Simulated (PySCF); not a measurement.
**MgC at PBE0**

Computed with PBE0; Mg 6-311G(d,p), C 6-311G(d,p); no relativity (PySCF 2.14).

```
state                                           : ³Π (triplet), unpaired electrons σ ↑, π ↑, a second solution, started from another occupation
bond length                                     : 2.340 Å
harmonic wavenumber                             : 340 cm⁻¹
force constant                                  : 0.546 mdyn/Å
rotational constant Be                          : 0.3849 cm⁻¹
anharmonicity ωexe                              : 7.49 cm⁻¹
vibration–rotation constant αe                  : 0.00828 cm⁻¹
energy of the minimum from ground-state Mg + C  : -0.413 eV
bond order (Mayer)                              : 0.86
dipole moment (positive dipole means Mg(−)C(+)) : -1.18 D
```
